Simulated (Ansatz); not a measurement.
Two isomers of C3H4FNO: A = `C=N/C(O)=C/F`, B = `N/C=C1\OC1F`.

Isolated molecules relaxed with PBE0-D4/def2-TZVP in Ansatz; ΔE leaves out vibrations. CCSD(T)/CBS is the MP2 limit (def2-TZVPP, def2-QZVPP) plus CCSD(T) − MP2 in def2-TZVPP, frozen cores. Double bonds are as drawn, so ΔE can hold a change between cis and trans. Functionals use def2-TZVPP. B3LYP here is the variant with VWN-RPA as its local correlation; programs differ in this. Each species was taken in one conformer, which may not be the lowest.

A:

Z-matrix (Å, degrees):
```
C
N 1 1.265
H 1 1.088 2 118.7
H 1 1.095 2 123.0 3 179.9
C 2 1.389 1 120.5 3 176.8
C 5 1.335 2 123.2 1 -43.5
O 5 1.348 2 114.7 1 141.1
F 6 1.336 5 121.4 2 -174.9
H 6 1.080 5 123.7 2 0.7
H 7 0.964 5 106.7 2 3.6
```

B:

```xyz
10

N    -1.4580    1.3463    0.1026
C    -0.7685    0.3025   -0.5061
C     0.2506   -0.3433    0.0230
O     1.0221   -0.2865    1.1773
C     1.2766   -1.2965    0.2131
F     2.4487   -1.1828   -0.4370
H    -1.7748    2.0552   -0.5405
H    -0.9712    1.7586    0.8845
H    -1.1465   -0.0345   -1.4631
H     1.1211   -2.3191    0.5462
```

Q: Which isomer does CCSD(T)/CBS put lower? Give the gap. (Estimate.)

A: Computed: A, by 13.7 kcal/mol.

Q: Give E(B) − E(A) in kcal/mol with B3LYP-D4, PBE-D4, HF/def2-TZVPP, PBE0-D4, CCSD(T)/def2-TZVPP, B2PLYP, CCSD/def2-TZVPP. (An estimate is asked.)

A: Ansatz gave: B3LYP-D4 14.2, PBE-D4 9.9, HF/def2-TZVPP 17.0, PBE0-D4 9.7, CCSD(T)/def2-TZVPP 14.0, B2PLYP 13.3, CCSD/def2-TZVPP 13.9. None reverses the order clearly.

Largest T1 diagnostic: 0.014.

In def2-TZVPP, CCSD(T) changes the Hartree–Fock value by −3.0 kcal/mol (the triples alone add +0.1 kcal/mol) and MP2 by −5.3 kcal/mol.
